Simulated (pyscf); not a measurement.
Optimised with ωB97X-D3(BJ)/def2-SVP in PySCF.

Problem. PBE/def2-TZVP puts the barrier of H₂C=CH–GaH–OH + H₂ → HO–GaH₂ + H₂C=CH₂ (four-centre exchange; singlet surface; C–Ga, H–H broken, Ga–H, C–H formed) at 1.37 eV and the reaction energy at -0.22 eV, from the separated reactants. What do r²SCAN/def2-TZVP, PBE0-D3(BJ)/def2-TZVP, ωB97M-D3(BJ)/def2-TZVP give on the same structures?

Solution. r²SCAN: ΔE‡ = 1.39 eV, ΔE = -0.19 eV; PBE0-D3(BJ): ΔE‡ = 1.42 eV, ΔE = -0.22 eV; ωB97M-D3(BJ): ΔE‡ = 1.63 eV, ΔE = -0.26 eV. PBE's barrier lies under all of them, by 0.02 to 0.26 eV. Its reaction energy lies among theirs. On the product side the descent ends in a bound adduct (not fully relaxed), 0.42 eV under the separated species and 2.21 eV under the saddle at ωB97X-D3(BJ)/def2-TZVP. At the saddle there is also a short Ga–H contact that neither side keeps. This is the saddle that the search found; another between the same sides may lie lower. Elements up to Kr have no core potential and no relativistic terms here.
